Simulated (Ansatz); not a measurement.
## How well does each level of theory give the bulk modulus B0 of rock-salt HfN?

Reference value: 260 GPa (measured, room temperature, not corrected to a static lattice, our sources range from 260 to 306; as tabulated in Synthesis of Binary Transition Metal Nitrides, Carbides and Borides from the …).

```json
[
 {"level (code)": "LDA (Ansatz)", "value (GPa)": "302", "cell (Å³/atom)": "11.15", "difference (%)": "+16.2"},
 {"level (code)": "PBE (Ansatz)", "value (GPa)": "263", "cell (Å³/atom)": "11.76", "difference (%)": "+1.2"},
 {"level (code)": "revPBE (Ansatz)", "value (GPa)": "253", "cell (Å³/atom)": "11.90", "difference (%)": "-2.7"},
 {"level (code)": "PBE-D3(BJ) (Ansatz)", "value (GPa)": "276", "cell (Å³/atom)": "11.52", "difference (%)": "+6.2"},
 {"level (code)": "PBEsol-D3(BJ) (Ansatz)", "value (GPa)": "297", "cell (Å³/atom)": "11.18", "difference (%)": "+14.2"},
 {"level (code)": "rVV10 (Ansatz)", "value (GPa)": "256", "cell (Å³/atom)": "11.99", "difference (%)": "-1.5"},
 {"level (code)": "r²SCAN (Ansatz)", "value (GPa)": "282", "cell (Å³/atom)": "11.58", "difference (%)": "+8.5"},
 {"level (code)": "HSE06-D3(BJ) (Ansatz)", "value (GPa)": "303", "cell (Å³/atom)": "11.24", "difference (%)": "+16.5"},
 {"level (code)": "LC-ωPBE (Ansatz)", "value (GPa)": "308", "cell (Å³/atom)": "11.40", "difference (%)": "+18.5"},
 {"level (code)": "r²SCAN0 (Ansatz)", "value (GPa)": "296", "cell (Å³/atom)": "11.49", "difference (%)": "+13.8"},
 {"level (code)": "r²SCANh (Ansatz)", "value (GPa)": "288", "cell (Å³/atom)": "11.54", "difference (%)": "+10.8"},
 {"level (code)": "Hartree–Fock (Ansatz)", "value (GPa)": "287", "cell (Å³/atom)": "12.01", "difference (%)": "+10.4"}
]
```

The levels aren't ranked against this reference (sources at odds).

The measured value isn't corrected to a static lattice, so vibrations enter the comparison. A static lattice is as a rule stiffer than a warm one, by over a tenth in soft solids.  Density-functional levels without +SOC have no spin–orbit coupling. Each level is taken at its own relaxed cell. Cutoffs and k meshes differ between the levels. Ansatz's density-functional and Hartree–Fock values are scalar-relativistic unless marked +SOC, with PAW data made under PBE.

Differences are worked out from the printed values.

Ansatz is an electronic-structure program.
